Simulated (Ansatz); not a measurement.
`NC=C(F)F` + H₂ → `N/C=C\F` + H–F at 700 K and 1 bar (hydrogenolysis of a C–F bond).

Isolated molecules relaxed with PBE0-D4/def2-TZVP in Ansatz; ΔE leaves out vibrations. CCSD(T)/CBS adds triple-zeta CCSD(T) − MP2 to the extrapolated MP2 energy (def2 sets, frozen cores). This one scheme is used for every species. One conformer a species, not always the lowest.

```tsv
species	CCSD(T)/CBS energy (Eh)	H − E (kJ/mol)	S (J/(mol·K))
`NC=C(F)F`	-332.15047	202.0	388.9
H₂	-1.17544	46.8	155.3
`N/C=C\F`	-232.96965	216.4	361.4
H–F	-100.39570	45.2	198.5
```

H − E and S are ideal-gas, rigid-rotor, harmonic terms from PBE0-D4/def2-TZVP, for one conformer and one mirror image of each species. The MP2-based limit puts H₂ 0.8 mEh under its directly extrapolated value; such offsets cancel only in part. 1 Eh = 2625.50 kJ/mol, R = 8.31446 J/(mol·K).

By hand: ΔE, ΔH, ΔS and ΔG.

ΔE = (-232.96965) + (-100.39570) − (-332.15047) − (-1.17544) = -0.03944 Eh = -103.5 kJ/mol. Δ(H − E) = 216.4 + 45.2 − 202.0 − 46.8 = 12.8, so ΔH = -90.7 kJ/mol. ΔS = 361.4 + 198.5 − 388.9 − 155.3 = 15.7 J/(mol·K). ΔG = -90.7 − 700 × (15.7)/1000 = -101.7 kJ/mol.

By hand: the equilibrium constant, and the temperature at which ΔG would vanish if ΔH and ΔS stayed fixed.

log₁₀ K = −ΔG/(RT ln 10) = 7.6. ΔH and −TΔS have one sign here, so there is no such temperature.

ΔH outweighs TΔS. A doubt of 5 kJ/mol in ΔE shifts log₁₀ K by 0.4 here. Other conformers and mirror images would add mixing entropy, several J/(mol·K) or more a flexible species. These are equilibria of isolated gas molecules and say nothing of rates. Largest T1 diagnostic: 0.012 (customary marks: 0.02 for closed shells, 0.045 for open ones).
